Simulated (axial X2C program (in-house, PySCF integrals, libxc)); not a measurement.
**Cl₂⁺: cheaper levels and CCSD(T), two-component**

Calculated with an axial X2C code built on PySCF integrals. Two-component (2c) means X2C with spin–orbit coupling and atomic mean-field two-electron Coulomb and Gaunt terms. Basis: Cl dyall-av3z [9s8p3d2f] (cores contracted in-house); Gaussian nuclei, density fitting, unrestricted open shells. Masses: Cl 34.969 u.

State: Ω = 3/2 (⟨Sz⟩ = 0.50, ⟨Lz⟩ = 1.00 at HF); fragments Cl+ + Cl.

```
level  Re (Å)  ωe (cm⁻¹)  De (eV)
 PBE0   1.898      667.4     4.12
   HF   1.870      738.9     1.51
  MP2   1.909      636.0     3.79
 CCSD   1.907      651.8     3.40
B3LYP   1.925      625.1     4.02
```

Correlated methods: 13 electrons correlated (number of frozen shells: Cl 2 s, 1 p), 195 virtual spin orbitals or spinors in MP2, 90 natural virtuals in coupled cluster.

CCSD(T), same Hamiltonian and basis:

Re = 1.920 Å, ωe = 622.5 cm⁻¹, De = 3.62 eV; T1 = 0.011 (Lee–Taylor normalisation).

Problem. Give the differences from CCSD(T) in the columns below.

Solution. 

```csv
level,ΔRe (Å),Δωe (cm⁻¹),ΔDe (eV)
PBE0,-0.022,45,0.50
HF,-0.050,116,-2.11
MP2,-0.011,14,0.17
CCSD,-0.013,29,-0.22
B3LYP,0.005,3,0.40
```

One determinant describes the state; a PBE0 search over occupations chose it and may have missed a lower one. Dissociation energies refer to the lowest single-determinant-based atoms at the same level and basis. Density functionals use the spin component along the axis (collinear). CCSD and (T) use frozen natural virtuals with an MP2 correction for the truncation; (T) itself is uncorrected, so its De runs slightly low. The 2c atoms are single determinants rather than J levels; their spin–orbit lowering is only partly caught, and De is too large by that part. This holds for PBE0, B3LYP. Without a current term, density functionals place determinants with orbital angular momentum somewhat too high.
